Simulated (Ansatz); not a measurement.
Trigonal Se, treated with PBE0 in Ansatz (plane waves, PAW).

Settings: plane-wave cutoff 500 eV, 6×6×4 k mesh (along the axes of the cell as run), gaussian smearing 0.02 eV, scalar-relativistic PAW data made under PBE.

Cell (relaxed with r²SCAN):

```cif
data_Se3
_chemical_formula_sum 'Se3'
_space_group_name_H-M_alt 'P 1'
_space_group_IT_number 1
_cell_length_a 4.50643
_cell_length_b 4.50643
_cell_length_c 4.99111
_cell_angle_alpha 90.000
_cell_angle_beta 90.000
_cell_angle_gamma 120.000
loop_
_space_group_symop_operation_xyz
  'x, y, z'
loop_
_atom_site_label
_atom_site_type_symbol
_atom_site_fract_x
_atom_site_fract_y
_atom_site_fract_z
_atom_site_occupancy
Se1 Se 0.21705 0.00000 0.33333 1
Se2 Se 0.00000 0.21705 0.66667 1
Se3 Se 0.78295 0.78295 0.00000 1
```

**Question.** Give the computed band gap.

**Answer.** 
band gap: 2.53 eV (on the SCF k mesh)

Note: the cell comes from a level without a dispersion term, which matters for the spacing of layers, chains or molecules; cell and atoms aren't relaxed at this level (largest force component 0.22 eV/Å, pressure -0.5 GPa).

Spin–orbit coupling is not included.

Static lattice: no zero-point or thermal effects.

Ansatz is an electronic-structure program.
